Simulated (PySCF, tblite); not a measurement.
# fluoromethane and fluoride

A gas-phase complex of fluoromethane and fluoride; charge -1, singlet. The structure comes from a short search (6 tight-binding starts) and was relaxed by PBE0-D3(BJ)/def2-TZVPD; another way of binding may lie lower. Frequencies by PBE0-D3(BJ)/def2-TZVPD show no clear imaginary mode.

Parts: 1 = fluoromethane (CF), atoms 1–5; 2 = fluoride ([F-]), atoms 6, charge -1.

Coordinates in Å:
```
C1     -0.086   -0.007    0.008
F2      1.301    0.245   -0.004
H3     -0.372   -0.173    1.053
H4     -0.248   -0.932   -0.557
H5     -0.678    0.834   -0.434
F6     -1.907    1.886   -1.016
```

Contacts between parts, classed by geometry: H5···F6 1.719 Å (C–H hydrogen bond, 166°).

Interaction energies are complex less parts, with the parts frozen as they stand in it; counterpoise-corrected, in kcal/mol (PySCF). The CCSD(T) estimate is Hartree-Fock/aug-cc-pVQZ, plus the MP2 correlation part extrapolated as X⁻³ from aug-cc-pVTZ and aug-cc-pVQZ, plus CCSD(T) less MP2 in aug-cc-pVDZ; noble-gas cores are frozen. It isn't the exact limit.

```tsv
level	interaction	superposition error removed
Hartree-Fock/aug-cc-pVQZ	-12.72	-
wB97M-D3(BJ)/def2-TZVPD	-14.07	-0.04
PBE0-D3(BJ)/def2-TZVPD	-15.08	-0.05
MP2/aug-cc-pVQZ	-14.06	-0.47
```

(1) What does CCSD(T) at its estimated basis limit give, and which of these levels comes nearest?

(2) What holds them together? Decompose the wB97M-D3(BJ)/def2-TZVPD energy: frozen parts, their antisymmetrised product, then relaxation.

The parts were also relaxed and run alone, at the levels used for the complex: vibrations by PBE0-D3(BJ)/def2-TZVPD; shieldings by PBE0/aug-pcSseg-2; core levels by delta-SCF with SCAN, aug-pcX-2 on the ionised atom and aug-pcseg-1 elsewhere, spin-free X2C.

(3) What does binding change?

Answers

(1) -14.58 kcal/mol. wB97M-D3(BJ)/def2-TZVPD and PBE0-D3(BJ)/def2-TZVPD and MP2/aug-cc-pVQZ come equally near, within the error of the estimate; the errors are Hartree-Fock/aug-cc-pVQZ +1.85, wB97M-D3(BJ)/def2-TZVPD +0.51, PBE0-D3(BJ)/def2-TZVPD -0.51, MP2/aug-cc-pVQZ +0.51.

(2) electrostatic -22.2, Pauli repulsion +23.3, orbital relaxation -14.7, dispersion correction -0.5 kcal/mol, which sum to the value before the counterpoise correction; the Pauli term holds the exchange-correlation of the frozen density too. Of the attraction, 59 % is electrostatic, 39 % is orbital relaxation, 1 % is dispersion correction.

(3) 
| property | alone | in the complex | change |
| --- | --- | --- | --- |
| C1–H5 bond (Å) | 1.092 | 1.120 | +0.028 |
| stretch carried by H5 (cm⁻¹, harmonic) | 3048, 3135 | 2698 | -394 from the mean |
| its infrared intensity (km/mol) | 35, 28 | 636 |  |
| shielding of H5 (ppm) | 27.16 | 19.69 | -7.48 |
| shielding of F6 (ppm) | 479.9 | 382.5 | -97.4 |
| shielding of C1 (ppm) | 110.4 | 99.6 | -10.8 |
| C1 1s core level (eV) | 293.54 | 287.84 | -5.70 |
| F2 1s core level (eV) | 692.78 | 687.77 | -5.01 |
| F6 1s core level (eV) | 680.05 | 680.99 | +0.95 |
